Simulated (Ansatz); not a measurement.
Geometry optimisation, RKS B3LYP/def2-SVP (Ansatz).

Input:

```yaml
crystal:
  periodic: [false, false, false]
  atoms:
    - { symbol: C, position_ang: [-0.952, 0.326, -0.6072] }
    - { symbol: C, position_ang: [-0.128, -0.7686, -0.1123] }
    - { symbol: Al, position_ang: [1.4122, -0.0711, 0.9048] }
    - { symbol: H, position_ang: [-1.7853, -0.0368, -1.1882] }
    - { symbol: H, position_ang: [-0.4174, 1.0264, -1.3128] }
    - { symbol: H, position_ang: [-1.393, 0.9816, 0.2319] }
    - { symbol: H, position_ang: [0.2772, -1.3581, -0.9672] }
    - { symbol: H, position_ang: [-0.681, -1.4108, 0.5452] }
    - { symbol: H, position_ang: [2.31593, 1.14369, 0.25642] }
    - { symbol: H, position_ang: [2.3062, -1.09072, 1.75986] }
basis:
  gaussian: { orbitals: def2-SVP }
hamiltonian:
  xc: b3lyp
relax:
  f_tol: 0.015
  max_steps: 40
```

Run as:

```bash
$ ansatz run input.yaml --threads 1 --pin off --max-ram 2048MiB --backend cpu --events-out ev --progress --plain --runs-dir out
```

Where does it end, and by what steps?

It converged. The force dipped under the threshold on the way, but the program's further checks kept it going. After 16 steps the energy has fallen by 0.491 eV; H9 moved furthest, 0.64 Å.

```tsv
step	energy less start (eV)	largest force component (eV/Å)	accepted
0	0.0000	2.986	yes
1	-0.4306	1.278	yes
2	-0.4796	0.297	yes
3	-0.4832	0.083	yes
4	-0.4850	0.065	yes
5	-0.4874	0.029	yes
6	-0.4858	0.211	no
7	-0.4872	0.078	no
8	-0.4881	0.015	yes
9	-0.4891	0.051	yes
10	-0.4884	0.131	no
11	-0.4900	0.035	yes
12	-0.4903	0.044	yes
13	-0.4906	0.037	yes
14	-0.4909	0.032	yes
15	-0.4910	0.031	yes
16	-0.4911	0.015	yes
```

```xyz
10
Properties=species:S:1:pos:R:3
C -0.975 0.361 -0.714
C -0.099 -0.722 -0.064
Al 1.592 -0.169 0.784
H -1.895 -0.056 -1.160
H -0.440 0.894 -1.518
H -1.290 1.127 0.016
H 0.159 -1.504 -0.806
H -0.677 -1.275 0.704
H 2.061 1.354 0.804
H 2.519 -1.269 1.464
```

The run took 43 s on 1 thread of Arm Neoverse V2, with other jobs on the host, peak memory 0.14 GiB.
